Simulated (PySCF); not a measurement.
Isomers of [C2H5O3S]- (charge -1), one GFN2-xTB conformer each. Single-point energies are computed at PBE0/pcSseg-1 (PySCF, gas phase, no added dispersion term), electronic only.

```tsv
SMILES	GFN2-xTB relative energy (kcal/mol)
COC[S@](=O)[O-]	24.8
CCS(=O)(=O)[O-]	0.0
```

Conformers: `[CH3:1][O:2][CH2:3][S@:4](=[O:5])[O-:6]` (charge -1) with C1–O2–C3–S4 65°, O2–C3–S4–O5 -75°.

Q: What does PBE0/pcSseg-1 give for the same structures?

A: 
```json
{"SMILES": "CCS(=O)(=O)[O-]", "PBE0/pcSseg-1 E (Eh)": "-702.58424", "PBE0/pcSseg-1 (kcal/mol)": "0.0", "GFN2-xTB (kcal/mol)": "0.0", "point group": "Cs"}
{"SMILES": "COC[S@](=O)[O-]", "PBE0/pcSseg-1 E (Eh)": "-702.53714", "PBE0/pcSseg-1 (kcal/mol)": "29.6", "GFN2-xTB (kcal/mol)": "24.8", "point group": "C1"}
```

Both levels put the same isomer lowest.
